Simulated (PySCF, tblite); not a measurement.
Potential energy curve for CH, doublet.

GFN2-xTB, 300 K electronic temperature (tblite); UCCSD(T) = CCSD(T) on UHF/6-31G, 1 core orbital frozen (PySCF 2.14.0).

Energies relative to the lowest point of each curve near equilibrium, in mEh; the last columns give the difference from UCCSD(T):

```tsv
R / Å	GFN2-xTB	UCCSD(T)	GFN2-xTB − UCCSD(T)
0.91	32.1	39.6	-7.4
0.96	16.0	23.6	-7.6
1.01	6.4	11.5	-5.1
1.07	0.9	3.2	-2.3
1.10	0.0	1.1	-1.1
1.13	0.0	0.0	0.0
1.17	1.3	0.0	1.3
1.21	3.6	1.2	2.4
1.24	5.9	2.7	3.2
1.30	11.6	7.0	4.6
1.41	24.5	17.3	7.2
1.54	41.9	31.1	10.8
1.70	64.2	47.8	16.4
1.83	81.8	60.1	21.8
2.01	104.2	74.2	30.0
2.23	127.6	86.9	40.7
2.48	148.5	95.6	52.9
2.76	165.2	100.3	64.9
3.03	—	102.0	—
3.35	—	102.6	—
3.97	—	102.9	—
```

GFN2-xTB is furthest from UCCSD(T) at 2.76 (64.9 mEh, above); its mean absolute difference over the points is 15.5 mEh.

Dashes: no converged value, or the column stops at the first point that the program doubted or that broke a chosen test of continuity, which isn't proof of a fault.

The scan ran from 0.91 to 4.47 Å; beyond the distances shown one of the unrestricted levels run for this scan, shown here or not, changes its spin distribution in one step. The unrestricted determinant behind UCCSD(T) is spin-contaminated at 0.91 to 3.97 Å (<S²> up to 1.8, against 0.75 for a pure doublet).
